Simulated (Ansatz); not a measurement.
A made-up structure of AlBSiH5, doublet:

| atom | x (Å) | y (Å) | z (Å) |
| --- | --- | --- | --- |
| Al1 | -1.3233 | 1.1535 | -1.4476 |
| B2 | 1.0307 | -0.8539 | 1.1443 |
| Si3 | -0.1169 | 0.1775 | -0.1022 |
| H4 | -1.9556 | 0.3356 | -2.6536 |
| H5 | -1.5958 | 2.7062 | -1.2495 |
| H6 | 1.0145 | -1.9192 | 0.7113 |
| H7 | 0.6280 | -0.8898 | 2.2209 |
| H8 | 2.1206 | -0.4886 | 1.1782 |

It is relaxed with PBE-D4/def2-SVP and then PBE0-D4/def2-TZVP (Ansatz 0.2.0). Atoms count as bonded within 1.22 times the sum of their covalent radii (H–H: 0.88 Å). The end point is not checked to be a true minimum.

Task: Does its bonding change? (A judgement: the text doesn't fix the answer.)

Result: The calculation gives: Yes. Formed: Si3–H6; broken: none.

Where it ends: The first stage lowers the energy by 1.60 eV in 11 steps. It ends as AlBSiH₅ ([AlH2][Si]1[H][BH2]1):
Al1  (-1.317, 1.117, -1.451)
B2  (1.133, -0.762, 1.326)
Si3  (0.115, 0.516, 0.353)
H4  (-1.745, -0.001, -2.484)
H5  (-1.758, 2.634, -1.504)
H6  (0.450, -1.137, 0.206)
H7  (0.622, -1.295, 2.265)
H8  (2.301, -0.850, 1.092)
(Å)

Labels in which every atom is bracketed show which atoms are joined, not bond orders.

For scale, one of the runs: PBE0-D4/def2-TZVP relaxation, 135 basis functions, launched by `ansatz run in.yaml --threads 2 --pin off --events-out ev --progress --plain --max-ram 4352MiB`. The run took about 20 s on 2 CPU threads of an Arm Neoverse V2 (shared host).
